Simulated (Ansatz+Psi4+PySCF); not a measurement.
Values are calculated unless marked as measured or tabulated.
A run of Psi4 1.11 on singlet BCl at this shape:

```yaml
atoms:
  - { symbol: B, position_ang: [0.0000, 0.0000, 0.0033] }
  - { symbol: Cl, position_ang: [0.0000, 0.0000, 2.0607] }
```

Its results:

```json
{"Converged": "yes", "Total energy": "-484.12941 hartree", "Spin squared of the determinant": "0.000", "Occupied orbitals by symmetry in an Abelian subgroup (alpha; beta)": "7 A1 2 B1 2 B2; 7 A1 2 B1 2 B2"}
```

Task: Which input gives this output? Name the method, the orbitals and the basis set, and write the input.

Result: RHF in cc-pVTZ on B; cc-pV(T+d)Z on Cl. An unrestricted run that stays on the closed shell gives the same numbers.

```
molecule {
0 1
B 0.000000 0.000000 0.003330
Cl 0.000000 0.000000 2.060670
}

basis {
assign B cc-pVTZ
assign Cl cc-pV(T+d)Z
}
set reference rhf
set scf_type pk
energy('scf')
```

Caution: stretched shape with no unrestricted run beside it, a lower state can exist; unrestricted orbitals would lower the determinant.
